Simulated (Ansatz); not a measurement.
Working through a ladder of methods at one geometry of C₂H₃FN₂, SMILES NC1(F)C=N1

Computed with the Python package of Ansatz (0.2.0).

Notebook, run cell by cell (the value of a cell's last expression is shown):

```python
from pathlib import Path

import ansatz as az
import numpy as np
```

```python
BASIS = "cc-pVDZ"
```

```python
GEOMETRY = """
N    -0.52990   -0.18590    1.09590
C     0.34840   -0.17700   -0.01540
F     1.61130   -0.58040    0.21870
C    -0.05480   -0.06520   -1.34530
N     0.19140    1.03470   -0.90700
H    -1.00290    0.80300    1.06690
H    -0.00530   -0.15390    1.94710
H    -0.46600   -0.73220   -2.11680
"""
```

```python
mol = az.Crystal.molecule()
for line in GEOMETRY.strip().splitlines():
    symbol, *xyz = line.split()
    mol = mol.atom(symbol, [float(v) for v in xyz])
```

```python
calc = mol.calculation().basis(gaussian=BASIS).accuracy("medium")
```

```python
print("functional    E (Ha)        dipole (D)   HOMO (eV)  LUMO (eV)")
for name in ["lda", "pbe", "b3lyp", "r2scan0", "hse06"]:
    report = calc.functional(name).forces().orbitals().run(threads=1, runs_dir="runs").report
    lines = Path(report["orbitals_path"]).read_text().splitlines()
    field_of = lambda key: [line.split("=")[1].strip() for line in lines if line.startswith(key)]
    orbitals = [(27.211386 * float(e), s, float(n)) for e, s, n in zip(field_of("Ene="), field_of("Spin="), field_of("Occup="))]
    homo = max(e for e, _, n in orbitals if n > 0.5)
    lumo = min(e for e, _, n in orbitals if n < 0.5)
    dipole = 4.803205 * np.linalg.norm(report["charge_distribution"]["dipole_moment_e_ang"])
    print(f"{name:10s} {report['free_energy_ev'] / 27.211386246:14.6f} {dipole:9.3f} {homo:11.3f} {lumo:10.3f}")
```

    functional    E (Ha)        dipole (D)   HOMO (eV)  LUMO (eV)
    lda           -285.040495     1.012      -5.162     -1.635
    pbe           -286.960390     0.982      -5.045     -1.386
    b3lyp         -287.269656     1.064      -6.239     -0.479
    r2scan0       -287.094255     1.146      -6.694     -0.163
    hse06         -286.956523     1.082      -6.092     -0.640

The settings weren't tested for convergence. The geometry is a force-field or estimated start, not a minimum of this method, and the basis set is short of its limit. A lower total doesn't mark the better method: functionals have no common bound, and MP2 and coupled cluster aren't variational. b3lyp holds the VWN-RPA fit, as in Gaussian; the form of ORCA and Turbomole is b3lyp5. Levels such as HOMO and LUMO are orbital energies: with these approximate functionals they aren't the ionisation energy and electron affinity, and their gap isn't the fundamental gap. hse06 follows the composition of plane-wave codes, whose totals differ by tens of mHa, up to about 0.1 Ha, from the form usual in Gaussian-basis programs (wpbeh). Wall time of the script: 16 s on 1 thread of Arm Neoverse V1, on a shared host, peak memory 0.24 GiB.
